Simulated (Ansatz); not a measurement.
Gas-phase electronic energies from Ansatz, PBE0-D4/def2-TZVP geometries. CCSD(T)/CBS is frozen-core, at the limit of the def2 triple- and quadruple-zeta sets. Functionals use def2-TZVPP. B3LYP here is the variant with VWN-RPA as its local correlation; programs differ in this. HSE06 is defined as in plane-wave codes. Open shells (•) are unrestricted, without spin–orbit coupling. One conformer a species, not always the lowest.

Reaction (hydrogen abstraction from the Al–H bond): `[SH][AlH][SH]` + `[SiH3]`• → `[SH][Al][SH]`• + SiH₄

```json
{"level": "LDA (SPW92)", "ΔE (kJ/mol)": "-46.9", "difference from CCSD(T)/CBS": "-9.0"}
{"level": "PBE-D4", "ΔE (kJ/mol)": "-43.3", "difference from CCSD(T)/CBS": "-5.4"}
{"level": "revPBE-D4", "ΔE (kJ/mol)": "-43.5", "difference from CCSD(T)/CBS": "-5.6"}
{"level": "BLYP-D4", "ΔE (kJ/mol)": "-43.1", "difference from CCSD(T)/CBS": "-5.2"}
{"level": "B97M-V", "ΔE (kJ/mol)": "-25.6", "difference from CCSD(T)/CBS": "12.3"}
{"level": "PBE0-D4", "ΔE (kJ/mol)": "-40.8", "difference from CCSD(T)/CBS": "-2.9"}
{"level": "B3LYP-D4", "ΔE (kJ/mol)": "-41.1", "difference from CCSD(T)/CBS": "-3.2"}
{"level": "r2SCAN0-D4", "ΔE (kJ/mol)": "-37.5", "difference from CCSD(T)/CBS": "0.4"}
{"level": "HSE06-D4", "ΔE (kJ/mol)": "-41.0", "difference from CCSD(T)/CBS": "-3.1"}
{"level": "CAM-B3LYP-D4", "ΔE (kJ/mol)": "-37.4", "difference from CCSD(T)/CBS": "0.5"}
{"level": "ωB97X-V", "ΔE (kJ/mol)": "-35.9", "difference from CCSD(T)/CBS": "2.0"}
{"level": "B2PLYP", "ΔE (kJ/mol)": "-39.1", "difference from CCSD(T)/CBS": "-1.2"}
{"level": "PBE-QIDH", "ΔE (kJ/mol)": "-39.2", "difference from CCSD(T)/CBS": "-1.3"}
{"level": "BLYP", "ΔE (kJ/mol)": "-41.1", "difference from CCSD(T)/CBS": "-3.2"}
{"level": "r2SCAN", "ΔE (kJ/mol)": "-37.8", "difference from CCSD(T)/CBS": "0.1"}
{"level": "PBE0", "ΔE (kJ/mol)": "-40.2", "difference from CCSD(T)/CBS": "-2.3"}
{"level": "r2SCANh", "ΔE (kJ/mol)": "-37.6", "difference from CCSD(T)/CBS": "0.3"}
{"level": "r2SCAN0", "ΔE (kJ/mol)": "-37.4", "difference from CCSD(T)/CBS": "0.5"}
{"level": "HSE06", "ΔE (kJ/mol)": "-40.4", "difference from CCSD(T)/CBS": "-2.5"}
{"level": "BHLYP", "ΔE (kJ/mol)": "-37.3", "difference from CCSD(T)/CBS": "0.6"}
{"level": "LC-ωPBE", "ΔE (kJ/mol)": "-34.3", "difference from CCSD(T)/CBS": "3.6"}
{"level": "RPA@PBE/def2-TZVPP", "ΔE (kJ/mol)": "-39.8", "difference from CCSD(T)/CBS": "-1.9"}
{"level": "MP2/def2-SVP", "ΔE (kJ/mol)": "-34.1", "difference from CCSD(T)/CBS": "3.8"}
{"level": "CCSD(T)/def2-SVP", "ΔE (kJ/mol)": "-33.2", "difference from CCSD(T)/CBS": "4.7"}
{"level": "MP2/def2-TZVPP", "ΔE (kJ/mol)": "-39.5", "difference from CCSD(T)/CBS": "-1.6"}
{"level": "SCS-MP2/def2-TZVPP", "ΔE (kJ/mol)": "-38.7", "difference from CCSD(T)/CBS": "-0.8"}
{"level": "CCSD(T)/def2-TZVPP", "ΔE (kJ/mol)": "-36.8", "difference from CCSD(T)/CBS": "1.1"}
{"level": "HF/def2-QZVPP", "ΔE (kJ/mol)": "-34.8", "difference from CCSD(T)/CBS": "3.1"}
{"level": "MP2/def2-QZVPP", "ΔE (kJ/mol)": "-40.1", "difference from CCSD(T)/CBS": "-2.2"}
{"level": "CCSD/def2-QZVPP", "ΔE (kJ/mol)": "-35.7", "difference from CCSD(T)/CBS": "2.2"}
{"level": "MP2/CBS(def2)", "ΔE (kJ/mol)": "-40.4", "difference from CCSD(T)/CBS": "-2.5"}
{"level": "CCSD/CBS(def2)", "ΔE (kJ/mol)": "-36.0", "difference from CCSD(T)/CBS": "1.9"}
{"level": "MP2/cc-pV(D+d)Z", "ΔE (kJ/mol)": "-37.3", "difference from CCSD(T)/CBS": "0.6"}
{"level": "CCSD(T)/cc-pV(D+d)Z", "ΔE (kJ/mol)": "-36.0", "difference from CCSD(T)/CBS": "1.9"}
{"level": "HF/cc-pV(T+d)Z", "ΔE (kJ/mol)": "-34.7", "difference from CCSD(T)/CBS": "3.2"}
{"level": "CCSD/cc-pV(T+d)Z", "ΔE (kJ/mol)": "-35.2", "difference from CCSD(T)/CBS": "2.7"}
{"level": "CCSD(T)/cc-pV(T+d)Z", "ΔE (kJ/mol)": "-36.8", "difference from CCSD(T)/CBS": "1.1"}
{"level": "MP2/cc-pV(Q+d)Z", "ΔE (kJ/mol)": "-40.1", "difference from CCSD(T)/CBS": "-2.2"}
{"level": "HF/CBS(cc)", "ΔE (kJ/mol)": "-34.8", "difference from CCSD(T)/CBS": "3.1"}
{"level": "CCSD/CBS(cc)", "ΔE (kJ/mol)": "-36.0", "difference from CCSD(T)/CBS": "1.9"}
{"level": "CCSD(T)/CBS", "ΔE (kJ/mol)": "-37.9", "difference from CCSD(T)/CBS": "0"}
```

Task: What do rigid-rotor, harmonic-oscillator terms from PBE0-D4/def2-TZVP frequencies (298.15 K, 1 bar) make of the CCSD(T)/CBS value? (Estimate.)

Result: Computed: ΔZPE = +6.6 kJ/mol, ΔH = -31.8 kJ/mol, ΔS = -3 J/(mol·K), ΔG = -30.9 kJ/mol. Open shells count their whole term as degenerate.

Largest T1 diagnostic among the species: 0.015.

Leaving LDA and LC-ωPBE aside and taking each functional with its dispersion term where it has one, the values spread over 17.9 kJ/mol, from revPBE-D4 to B97M-V. LDA lies −4.5 kJ/mol from PBE without D4. From BLYP to BHLYP (50 % exact exchange), in def2-TZVPP and without D4, ΔE moves by +3.8 kJ/mol. At CCSD(T), def2-SVP lies +4.7 kJ/mol from the extrapolated value and def2-TZVPP +1.1 kJ/mol.
